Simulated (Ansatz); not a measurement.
**Two structures, one formula**

Two relaxed structures of CH$_{4}$NSi (charge -1), closed shell (PBE0-D4/def2-TZVPD; forces vanish, vibrations not checked).

A:

C1  (-1.146, -0.361, -0.569)
N2  (-0.188, -0.733, 0.233)
Si3  (1.131, 0.164, 1.233)
H4  (-0.212, -1.727, 0.454)
H5  (-1.009, 0.737, -0.710)
H6  (0.980, 1.481, 0.461)
H7  (2.319, -0.344, 0.391)
(Å)

B:

C1  (-1.111, -0.279, -0.526)
N2  (-0.160, -0.763, 0.140)
Si3  (1.019, 0.143, 1.155)
H4  (-1.861, -0.926, -1.013)
H5  (-1.270, 0.809, -0.677)
H6  (1.094, 1.483, 0.371)
H7  (2.289, -0.466, 0.551)
(Å)

Ansatz 0.2.0; basis: def2-TZVPPD; cores frozen in the correlated methods. B3LYP uses VWN-RPA correlation.

**Question.** Which structure is lower at CCSD(T), and by how much? (To be estimated.)

**Answer.** By the calculation: B, by 1.041 eV (electronic energy, against the other). By their contacts, A is CH₄NSi ([CH][NH][SiH2]), total charge -1 and B is CH₄NSi ([CH2][N][SiH2]), total charge -1.

All methods give the same order:

```csv
method,E(B) − E(A) (eV)
PBE-D4,-1.145
r2SCAN-D4,-1.163
PBE0-D4,-1.108
B3LYP-D4,-1.105
wB97M-V,-0.995
HF,-0.942
MP2,-1.146
CCSD,-1.021
CCSD(T),-1.041
```

No T1 diagnostic of these runs exceeds 0.020. The restricted Hartree–Fock reference is unstable towards an unrestricted one at one or more of these structures.

Labels in which every atom is bracketed show which atoms are joined, not bond orders.

For scale, one of the runs: CCSD(T)/def2-TZVPPD, 190 basis functions, launched by `ansatz run in.yaml --threads 2 --pin off --events-out ev --progress --plain --max-ram 4352MiB`. Time: 43 s of wall clock on 2 CPU threads of an Arm Neoverse V2; the host was shared. Peak host memory: 2 GiB.
